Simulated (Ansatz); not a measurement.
This geometry of C2H2S2 (6 atoms, charge 0, multiplicity 1) is a first-order saddle point.

Theory: RKS PBE-D4/cc-pVDZ (Ansatz 0.2.0).

```xyz
6
Properties=species:S:1:pos:R:3
S 1.596 -0.317 -2.045
C 0.532 -0.259 -0.688
C -0.156 -0.228 0.368
S -1.366 -0.362 1.522
H 0.317 0.555 -1.641
H -0.881 0.548 2.438
```

Problem. Which two structures does it join? (They come from a converged band through this point; their orientation in space is the band's.)

Solution. Bonds broken: S1–H5. Bonds formed: C2–H5.

Initial state:

```xyz
6
Properties=species:S:1:pos:R:3
S 1.425 -0.290 -1.826
C 0.338 -0.204 -0.538
C -0.310 -0.245 0.516
S -1.384 -0.449 1.801
H 0.826 0.632 -2.652
H -0.852 0.492 2.653
```

Final state:

```xyz
6
Properties=species:S:1:pos:R:3
S 1.671 -0.945 -0.979
C 0.352 0.135 -1.063
C -0.020 0.248 0.232
S -1.148 -0.412 1.270
H -0.039 0.679 -1.943
H -0.773 0.229 2.436
```

Problem. How far does it lie above each of them?

Solution. 1.30 eV above the first and 0.74 eV above the second. This is the barrier of this one path; another mechanism may lie lower. The orbitals stay closed-shell, which can raise the energy where a bond breaks towards radicals; this wasn't checked here.

Run time: 11 min on 1 CPU thread of a shared host.
